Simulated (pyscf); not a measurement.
A first-order saddle from PySCF, ωB97X-D3(BJ)/def2-SVP:

```xyz
7

O      0.1708    -0.1812    -0.4253
C      1.3168    -0.1880     0.1042
O      1.5236    -0.0389     1.3280
H     -0.4541    -0.0360     0.5946
H      2.1989    -0.3280    -0.5549
O     -0.5742     0.0359     1.8033
H     -0.3786     0.9473     2.0771
```
Charge 0, spin multiplicity 2.

Surface: doublet, charge 0. Lowest wavenumbers (cm⁻¹): 1534i, 311, 379, 496, 579.

What reaction is this the transition state of?

O=CH–OH (SMILES O=CO) + OH• (SMILES [OH]) ⇌ •O–CH=O (SMILES [O]C=O) + H₂O (SMILES O), a hydrogen abstraction read from left to right: H–O broken and H–O formed. At CCSD(T)/def2-TZVPP + ΔMP2(QZVPP) it lies +11.7 kJ/mol from the left side and +22.2 kJ/mol from the right (each side as separated species at their lowest minima found). On the reactant side the descent ends in a bound adduct, 38.7 kJ/mol under the separated species and 34.2 kJ/mol under the saddle at ωB97X-D3(BJ)/def2-TZVP. On the product side the descent ends in a complex, 25.5 kJ/mol under the separated species and 33.6 kJ/mol under the saddle at ωB97X-D3(BJ)/def2-TZVP. At ωB97X-D3(BJ) the barrier from the zero used here is -4.5 kJ/mol. •O–CH=O lies 63.0 kJ/mol over its isomer O=C•–OH (electronic energy, ωB97M-D3(BJ)). One saddle was located; it need not be the lowest between these sides. The angle at the transferred H is 154°. The CCSD(T) − MP2 part came from Ansatz, without density fitting, on the same reference. An open-shell T1 diagnostic exceeds 0.045. Left out: the spin-orbit lowering of OH.
